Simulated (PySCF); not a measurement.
Atom-mapped SMILES (the numbers label the heavy atoms): `[BH:1]=[O:2]`. Hydrogens are named by the atom that carries them.

Geometry: PBE0-D3(BJ)/def2-TZVP; GIAO shifts from PySCF 2.14.0 with density-fitted response routines, gas phase, non-relativistic, averaged over equivalent atoms.

At PBE0/pcSseg-2 (86 basis functions, 1.7 s wall time on 1 thread of an Arm Neoverse V2, shared host):
```csv
atoms,δ (ppm)
B1,13.1
O2,293.8
H(B1),2.38
```

Referencing at the same level of theory: ¹¹B (σ = 98.70 ppm) vs BF3·OEt2; H2O for ¹⁷O (σ = 329.54 ppm); TMS for ¹H (σ = 31.52 ppm).

Q: What do these become at wB97X-D/pcSseg-2?

A: 
```json
{"atoms": "B1", "δ at wB97X-D/pcSseg-2": "13.8", "change": "+0.7"}
{"atoms": "O2", "δ at wB97X-D/pcSseg-2": "285.1", "change": "-8.7"}
{"atoms": "H(B1)", "δ at wB97X-D/pcSseg-2": "2.39", "change": "+0.01"}
```

Scale: ¹¹B (σref 99.58) against BF3·OEt2; ¹⁷O (σref 328.24) against H2O; TMS for ¹H (σref 31.63) (reference shieldings calculated alike).

The largest change is at O2 (oxygen bonded to B). Cost: 86 basis functions, 1.1 s wall time on 1 thread of an Arm Neoverse V2, shared host.

Unscaled 17O shifts of doubly bonded oxygen tend to come out too high, by tens of ppm or more. Experimental scales use liquid or dissolved standards, which lie at an offset from isolated H2O (liquid H2O: subtract about 36 ppm).
